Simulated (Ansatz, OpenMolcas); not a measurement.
# CH2S (methanethial): the vertical energy of the triplet above the singlet from total energies

CH2S: 4 atoms, total charge 0, spin state singlet. As SMILES, `C=S`. The shape is that of a PBE0-D4/def2-TZVP optimisation.

Both states at this one shape; open shells run unrestricted unless said. 1 Eh = 27.2114 eV.

```tsv
level	program	singlet CH2S (Eh)	triplet CH2S (Eh)
HF/3-21G	OpenMolcas	-434.334634	-434.292515
PBE/STO-3G	Ansatz	-432.320610	-432.246102
B3LYP/STO-3G	Ansatz	-432.556859	-432.488982
BHLYP/STO-3G	Ansatz	-432.534901	-432.480193
```

Work out the vertical gap, second state less first, at each level.


1. HF/3-21G: -434.292515 − (-434.334634) = 0.042119 Eh = 1.15 eV.
2. PBE/STO-3G: -432.246102 − (-432.320610) = 0.074508 Eh = 2.03 eV.
3. B3LYP/STO-3G: -432.488982 − (-432.556859) = 0.067877 Eh = 1.85 eV.
4. BHLYP/STO-3G: -432.480193 − (-432.534901) = 0.054708 Eh = 1.49 eV.

No measured value is set beside it here; the levels span 1.15 to 2.03 eV. Hartree–Fock favours the state with fewer electron pairs, since it lacks pair correlation. Minimal sets are far from the basis-set limit.
